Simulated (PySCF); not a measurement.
Run record for `C=CC[C@H](C)N`: PBE0/3-21G, full TDDFT, 3 singlets.

Method: TDDFT PBE0/3-21G, vertical, gas phase, core orbitals frozen in the response (PySCF 2.14.0, density-fitted response routines). Geometry: GFN2-xTB. The command runs a driver script over a list of jobs; the input below is this job's line of settings and its coordinates in Å.

Command:
```bash
OMP_NUM_THREADS=1 python probes_run.py task.json out
```

Input:
```
{"job": {"kind": "uv", "xc": "PBE0", "basis": "3-21G", "nstates": 3, "ntriplets": 0, "tda": false}, "charge": 0, "multiplicity": 1}
C      2.511096     0.340130    -0.880271
C      1.495829     0.608617    -0.080354
C      0.570653    -0.421866     0.477271
C     -0.882818    -0.260004    -0.033294
C     -1.549103     0.980420     0.553759
N     -1.716366    -1.411111     0.271487
H      2.747433    -0.669205    -1.176675
H      3.152968     1.111788    -1.270341
H      1.286643     1.631507     0.202449
H      0.563286    -0.354765     1.570215
H      0.929981    -1.416539     0.197220
H     -0.857644    -0.170622    -1.126511
H     -1.538360     0.936978     1.641240
H     -2.582318     1.024657     0.221391
H     -1.039800     1.884051     0.233090
H     -1.329290    -2.254108    -0.138151
H     -1.769189    -1.547898     1.275949
```

Question: Predict the output.

Answer: 
```
coarse grid: 13312 points
cycle   1  E = -250.1440337439  dE =  4.263e-01  |g| = 3.968e-01  |ddm| = 3.703e+00
cycle   2  E = -250.1483323060  dE = -4.299e-03  |g| = 3.934e-01  |ddm| = 8.671e-01
cycle   3  E = -250.1841597088  dE = -3.583e-02  |g| = 3.319e-02  |ddm| = 3.931e-01
cycle   4  E = -250.1843035181  dE = -1.438e-04  |g| = 2.080e-02  |ddm| = 6.156e-02
cycle   5  E = -250.1844047031  dE = -1.012e-04  |g| = 4.431e-03  |ddm| = 2.953e-02
cycle   6  E = -250.1844094759  dE = -4.773e-06  |g| = 1.437e-03  |ddm| = 5.657e-03
final grid: 126128 points
cycle   7  E = -250.1920226744  dE = -3.483e-05  |g| = 7.823e-03  |ddm| = 2.188e-02
cycle   8  E = -250.1920187867  dE =  3.888e-06  |g| = 8.772e-03  |ddm| = 1.773e-02
cycle   9  E = -250.1920375761  dE = -1.879e-05  |g| = 1.485e-03  |ddm| = 1.003e-02
cycle  10  E = -250.1920381562  dE = -5.802e-07  |g| = 1.162e-04  |ddm| = 1.454e-03
cycle  11  E = -250.1920381582  dE = -2.017e-09  |g| = 8.053e-05  |ddm| = 2.499e-04
cycle  12  E = -250.1920381597  dE = -1.486e-09  |g| = 9.318e-06  |ddm| = 1.032e-04
cycle  13  E = -250.1920381597  dE = -1.830e-11  |g| = 4.068e-06  |ddm| = 2.144e-05
converged SCF energy = -250.1920381597

Static polarisability (au): isotropic 55.269, principal 38.918 53.982 72.908

Singlet excitations
state   eV       nm        f      main configurations
  1   6.0239    205.8   0.08575   H->L 0.98
  2   7.5832    163.5   0.00945   H->L+1 0.92
  3   8.3186    149.0   0.34963   H-1->L 0.75, H-3->L 0.17
```

The SCF starts on a coarse grid where the log names one; the energy can jump when the final grid takes over, and dE then counts from the start density on the new grid. H and L stand for HOMO and LUMO; the number after each pair is its weight.

Question: Give the mean polarisability as a volume in Å³, and the ratio of the largest to the smallest principal value.

Answer: 55.269 au × 0.148185 = 8.19 Å³; 72.908/38.918 = 1.87.

Question: Which computed singlet has the largest oscillator strength, and what do all of them sum to?

Answer: State 3 at 8.32 eV (149 nm), f = 0.350; the 3 states sum to 0.445.

In short: SCF converged in 13 cycles with 76 basis and 650 fitting functions; HOMO -5.93 eV, LUMO 0.96 eV; lowest singlet 6.02 eV; mean polarisability 55.3 au.

Question: Estimate the wall time. Hardware: Arm Neoverse N1, one thread, on a shared host. And the peak memory of the process?

Answer: About 16 s (density and orbital grids were written too), with 0.50 GiB resident at the peak, the Python interpreter and its libraries included.

The values belong to the conformer `[CH2:1]=[CH:2][CH2:3][C@H:4]([CH3:5])[NH2:6]`: C1–C2–C3–C4 -115°, C2–C3–C4–C5 -70°, H–N6–C4–C3 -59°, H–N6–C4–C3 61°.
